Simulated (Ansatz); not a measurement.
# CH6BN: the cost of one run

Program: Ansatz 0.2.0. Level of theory: RHF/6-31G*. These are calculated values, not measurements.

## (1) The structure to begin with

Bond lengths: B1–N2 1.550 Å, N2–H3 1.060 Å, N2–H4 1.060 Å, B1–C5 1.600 Å, C5–H6 1.110 Å, C5–H7 1.110 Å, C5–H8 1.110 Å, B1–H9 1.190 Å. Angles: B1–N2–H3 120.0°, B1–N2–H4 120.0°, H3–N2–H4 120.0°, N2–B1–C5 120.0°, N2–B1–H9 120.0°, C5–B1–H9 120.0°, B1–C5–H6 109.5°, B1–C5–H7 109.5°, B1–C5–H8 109.5°, H6–C5–H7 109.4°, H6–C5–H8 109.4°, H7–C5–H8 109.4°.

Coordinates:

```xyz
9

B     0.0000    0.0000    0.0000
N     0.0000    0.0000    1.5500
H    -0.8770   -0.2713    2.0800
H     0.8770    0.2713    2.0800
C     1.3856    0.0000   -0.8000
H     1.7152   -1.0462   -0.9702
H     1.2491    0.5080   -1.7774
H     2.1552    0.5381   -0.2082
H    -1.0305    0.0000   -0.5950
```

## (2) Preparing the start

The input, input.yaml:

```yaml
crystal:
  periodic: [false, false, false]
  atoms:
    - { symbol: B, position_ang: [0.0, 0.0, 0.0] }
    - { symbol: "N", position_ang: [0.0, 0.0, 1.55] }
    - { symbol: H, position_ang: [-0.877, -0.2713, 2.08] }
    - { symbol: H, position_ang: [0.877, 0.2713, 2.08] }
    - { symbol: C, position_ang: [1.3856, 0.0, -0.8] }
    - { symbol: H, position_ang: [1.7152, -1.0462, -0.9702] }
    - { symbol: H, position_ang: [1.2491, 0.508, -1.7774] }
    - { symbol: H, position_ang: [2.1552, 0.5381, -0.2082] }
    - { symbol: H, position_ang: [-1.0305, 0.0, -0.595] }
basis:
  gaussian: { orbitals: "6-31G*" }
hamiltonian:
  xc: hf
relax:
  f_tol: 0.02
  max_steps: 40
```

Run with:

```console
$ ansatz run input.yaml --threads 1 --pin off --max-ram 2048MiB --backend cpu --events-out ev --progress --plain --runs-dir out
```

**Question.** How long does this run take on 1 thread of Arm Neoverse V2, shared host, and how much memory does it need?

About 7 s, with a peak of 0.12 GiB.
